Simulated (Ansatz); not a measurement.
Geometry optimisation, UKS PBE/6-31G* (Ansatz 0.2.0).

The input (input.yaml):

```yaml
crystal:
  periodic: [false, false, false]
  atoms:
    - { symbol: "N", position_ang: [-0.8134, 0.2252, -0.4866] }
    - { symbol: Si, position_ang: [-0.0527, -0.3221, 0.8757] }
    - { symbol: Cl, position_ang: [1.5246, -1.3709, 0.1573] }
    - { symbol: H, position_ang: [-1.20022, 1.21263, -0.28979] }
    - { symbol: H, position_ang: [-1.62196, -0.3296, -0.74846] }
    - { symbol: H, position_ang: [0.502, 0.8918, 1.546] }
magnetization:
  spin_polarized: true
  initial_magnetization: 1
basis:
  gaussian: { orbitals: "6-31G*" }
hamiltonian:
  xc: pbe
relax:
  f_tol: 0.015
  max_steps: 40
output:
  orbitals: {}
```

Run as:

```bash
$ ansatz run input.yaml --threads 1 --pin off --max-ram 2048MiB --backend cpu --events-out ev --progress --plain --runs-dir out
```

Question: Where does it end, and by what steps?

Answer: The run converged. After 6 steps the energy has fallen by 0.413 eV; H5 moved furthest, 0.23 Å.

```tsv
step	energy less start (eV)	largest force component (eV/Å)	accepted
0	0.0000	3.122	yes
1	-0.3239	1.392	yes
2	-0.3823	0.688	yes
3	-0.3987	0.278	yes
4	-0.4064	0.173	yes
5	-0.4125	0.052	yes
6	-0.4132	0.012	yes
```

```xyz
6
Properties=species:S:1:pos:R:3
N -0.946 0.302 -0.386
Si 0.008 -0.297 0.944
Cl 1.551 -1.513 0.190
H -1.401 1.212 -0.288
H -1.509 -0.335 -0.950
H 0.636 0.939 1.544
```

Whether the end is a true minimum wasn't checked by a vibrational analysis.

Run time: 58 s on 1 thread of Intel(R) Xeon(R) Processor @ 2.50GHz (Skylake/Cascade Lake), with other jobs on the host, peak memory 0.15 GiB.
